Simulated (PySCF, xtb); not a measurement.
Relative energy of two conformers of HOSSi

We compare a, `O=[Si]S`, a doublet, with b, `O=[Si]S`, a doublet. Both are isolated molecules in the gas phase, relaxed with PBE0-D4/def2-SVP.

a (Å):

| atom | x (Å) | y (Å) | z (Å) |
| --- | --- | --- | --- |
| O | -0.8881 | 1.2915 | -0.3337 |
| S | 1.6179 | -0.6874 | 0.1805 |
| Si | 0.6291 | 1.2042 | -0.0735 |
| H | 0.4546 | -1.3623 | 0.0151 |

b (Å):

```xyz
4

O     1.0353   -1.5038    1.6274
S     2.7696   -0.4180   -0.8692
Si    2.2129   -1.7991    0.6789
H     3.7850   -1.1970   -1.3078
```

Question: Estimate E(b) − E(a) at the level CCSD(T)/def2-SVP + ΔMP2/def2-TZVPP.

Answer: CCSD(T)/def2-SVP + ΔMP2/def2-TZVPP gives E(b) − E(a) = −4.99 kJ/mol, favouring structure b, but this leans on the basis-set step: CCSD(T) alone gives −1.95 kJ/mol.

Level by level:

```
                             level          geometry  E(b) − E(a) (kJ/mol)  departure from the last row (kJ/mol)  job, with rough time for the two
                  PBE0-D4/def2-SVP  PBE0-D4/def2-SVP                   −1.79                                 +3.20                optimisation, 98 s
                       HF/def2-SVP  PBE0-D4/def2-SVP                   −0.28                                 +4.71           part of the CCSD(T) run
                      MP2/def2-SVP  PBE0-D4/def2-SVP                   −0.47                                 +4.52           part of the CCSD(T) run
                  CCSD(T)/def2-SVP  PBE0-D4/def2-SVP                   −1.95                                 +3.04                      single point
CCSD(T)/def2-SVP + ΔMP2/def2-TZVPP  PBE0-D4/def2-SVP                   −4.99                                                   single point, 1.7 min
```

PBE0-D4/def2-SVP, HF/def2-SVP, MP2/def2-SVP, CCSD(T)/def2-SVP find them nearly level. The largest departure from CCSD(T)/def2-SVP + ΔMP2/def2-TZVPP is that of HF/def2-SVP, 4.71 kJ/mol. Levels run at GFN2-xTB geometries aren't shown. The last row adds to CCSD(T) the change of the MP2 difference between the two basis sets, here −3.04 kJ/mol.

With thermal terms from frequencies at re-optimised GFN2-xTB minima (ideal gas, soft modes damped towards free rotors, one conformer each, 298.15 K, 1 atm): the zero-point term adds +0.24 kJ/mol; ΔH is −4.81 and ΔG −4.63 kJ/mol.

Open shells are spin-unrestricted. The correlated steps freeze 11 core orbitals. Run with PySCF 2.14.0, xtb 6.7.1; the last row on 2 threads of AMD EPYC (Zen 3) on a shared host.
